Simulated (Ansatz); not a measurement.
Could Be$_{2}$Ge exist in this structure?

Plane-wave DFT in Ansatz with scalar-relativistic PAW potentials. The crystal relaxes under PBE to Fm-3m with a = 5.371 Å, 12.91 Å³/atom. No spin polarisation. The structure is a made-up candidate, not known to be the stable one.

```cif
data_structure
_symmetry_space_group_name_H-M 'P 1'
_symmetry_Int_Tables_number 1
_cell_length_a 3.7979
_cell_length_b 3.7979
_cell_length_c 3.7979
_cell_angle_alpha 60.000
_cell_angle_beta 60.000
_cell_angle_gamma 60.000
_cell_volume 38.73
loop_
_atom_site_label
_atom_site_type_symbol
_atom_site_fract_x
_atom_site_fract_y
_atom_site_fract_z
_atom_site_occupancy
Be1 Be 0.75000 0.75000 0.75000 1
Be2 Be 0.25000 0.25000 0.25000 1
Ge1 Ge 0.00000 0.00000 0.00000 1
```

Q: Test it against the elements, against displacements at the zone centre and against strain.

A:
- Energy over the elements: 0.253 eV/atom (PBE, standard states in the same functional, gases uncorrected)
- Optical modes at Γ: all 6 real, 352 to 374 cm⁻¹ (PBE, no gap at this level, so no LO-TO term)
- Least eigenvalue of the elastic tensor: 64 GPa (PBE, smearing 0.15 eV on a cell relaxed with it; where the run has no gap this value hangs on mesh and smearing)

It fails: it lies above its elements. It is a local minimum against these distortions, so it could at most be metastable.